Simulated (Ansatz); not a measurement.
# How close CCSD(T) comes to the exact answer in a basis

Each species is computed at the geometry given (Å), with frozen cores, in Ansatz 0.2.0: RHF-CCSD(T) for singlets, UHF-CCSD(T) otherwise, and full CI in the same basis. The program picks the determinant by a search with trial CCSD, so it needn't be the lowest Hartree–Fock solution. States: CH2⁺ quartet Σu⁻ or Δu, H2Al–MgH singlet A1, HBMg singlet A', MgH2 triplet B2, HAlS singlet Σ⁺. Cases whose determinant has another symmetry than full CI's state, or lies over 0.5 eV above the lowest of its kind, whose (Q) step broke down or whose higher cluster runs on it stay over 0.1 eV above full CI weren't drawn.

Task: Judging by size, spin and bonding and the diagnostics given, rank them by the size of CCSD(T)'s error in total energy against full CI in the same basis, smallest first (an estimate).
A. CH2⁺, quartet, cc-pVTZ: C 0.000 0.000 0.000; H 0.000 0.000 -1.094; H 0.000 0.000 1.094. T1 0.006, (T) -93 meV in a correlation energy of -3.18 eV
B. HAlS, singlet, 6-31G: Al 0.000 0.000 0.143; S 0.000 0.000 -1.856; H 0.000 0.000 1.713. T1 0.033, (T) -127 meV in a correlation energy of -2.99 eV
C. H2Al–MgH, singlet, 6-31G: Al 0.000 0.000 1.303; Mg 0.000 0.000 -1.438; H 0.000 1.337 2.186; H 0.000 -1.337 2.186; H 0.000 0.000 -4.593. T1 0.053, (T) -79 meV in a correlation energy of -2.99 eV
D. HBMg, singlet, cc-pVDZ: B 0.000 -0.184 1.593; Mg 0.000 0.051 -0.791; H 0.000 0.737 1.976. T1 0.043, (T) -158 meV in a correlation energy of -3.77 eV
E. MgH$_{2}$, triplet, aug-cc-pVTZ: Mg 0.000 0.000 -0.150; H 0.000 0.410 1.805; H 0.000 -0.410 1.805. T1 0.021, (T) -21 meV in a correlation energy of -1.48 eV

Result: E (5.4 meV), A (13.0 meV), B (26.8 meV), C (36.8 meV), D (47.3 meV).

```
          species        basis  correlated electrons  CCSD(T) − full CI (meV)  CCSDT(Q) − full CI (meV)  unpaired electrons (full CI)     T1  ⟨S²⟩ of the determinant
    MgH2, triplet  aug-cc-pVTZ                     4                      5.4                      -1.2                          2.01  0.021                     2.00
    CH2⁺, quartet      cc-pVTZ                     5                     13.0                      -4.4                          3.02  0.006                     3.76
    HAlS, singlet        6-31G                    10                     26.8                      -3.9                          0.07  0.033                     0.00
H2Al–MgH, singlet        6-31G                     8                     36.8                       1.1                          0.55  0.053                     0.00
    HBMg, singlet      cc-pVDZ                     6                     47.3                       1.0                          0.50  0.043                     0.00
```

Unpaired electrons are Σ n²(2−n)² over natural occupations; an open shell counts its own unpaired electrons too. Frozen cores follow each run's orbitals, which moves totals by a few meV. RHF is unstable for H2Al–MgH, singlet in 6-31G: UHF reaches ⟨S²⟩ = 0.80. RHF is unstable for HBMg, singlet in cc-pVDZ: UHF reaches ⟨S²⟩ = 0.88.
